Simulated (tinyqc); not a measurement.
Inside a calculation. Method: Hueckel theory of the pi electrons with the omega technique, for the molecule C=CC=C[CH2+] (SMILES; centres numbered as the heavy atoms are written). One step of it, computed by the program tinyqc.

Task: Energy, charges, bond orders. E = sum n x; q_r = z_r - P_rr; bond order p = P_rs; free valence = sqrt(3) - sum of p over the bonds of the atom.

final x values: 1.917200  1.182413  0.280758  -0.827305  -1.553070

occupations: 2.000000  2.000000  0.000000  0.000000  0.000000

final P, lower triangle:
```
,1C,2C,3C,4C,5C
1C,0.723749
2C,0.784156,0.921142
3C,0.352181,0.577912,0.710218
4C,-0.211009,0.019362,0.577912,0.921142
5C,-0.374471,-0.211009,0.352181,0.784156,0.723749
```

Centres:
```
centre,"z_r, pi electrons of the neutral centre",h
1C,1,0.000000
2C,1,0.000000
3C,1,0.000000
4C,1,0.000000
5C,1,0.000000
```

Bonds:
```
i,j,k
1,2,1
2,3,1
3,4,1
4,5,1
```

Give: pi energy = 4 alpha + this times beta; pi charges; Bond orders and lengths from R = 1.517 - 0.180 p; free valence of the carbons; gap between the highest filled and the next level.

Result:

pi energy = 4 alpha + this times beta = 6.1992

pi charges: 1C 0.2763, 2C 0.0789, 3C 0.2898, 4C 0.0789, 5C 0.2763

Bond orders and lengths from R = 1.517 - 0.180 p (angstrom, C-C alone):
```
bond,p,R
1-2,0.7842,1.3759
2-3,0.5779,1.4130
3-4,0.5779,1.4130
4-5,0.7842,1.3759
```

free valence of the carbons: 1C 0.9479, 2C 0.3700, 3C 0.5762, 4C 0.3700, 5C 0.9479

gap between the highest filled and the next level = 0.9017 |beta|
